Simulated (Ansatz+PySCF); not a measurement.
The numbers below are computed, except where a source is named.
## PySCF 2.14.0 run

```python
from pyscf import gto, scf, cc

mol = gto.M(atom="""
B 0.000000 0.000000 0.951340
B 0.000000 0.000000 -0.951340
H 1.072830 0.000000 0.000000
H -1.072830 0.000000 0.000000
H 0.000000 1.135650 1.584030
H 0.000000 -1.135650 1.584030
H 0.000000 1.135650 -1.584030
H 0.000000 -1.135650 -1.584030
""", basis='def2-svp', charge=0, spin=0)
mf = scf.UHF(mol)
mf.kernel()
mycc = cc.CCSD(mf, frozen=2).run()
et = mycc.ccsd_t()
print(mf.e_tot, mycc.e_corr, et, mycc.e_tot + et)
```

The script is written out from the run's settings.

Results

```
Converged               : yes
Reference energy        : -52.75050 hartree
CCSD correlation energy : -0.25980 hartree
Triples correction      : -0.00704 hartree
Total energy            : -53.01734 hartree
```
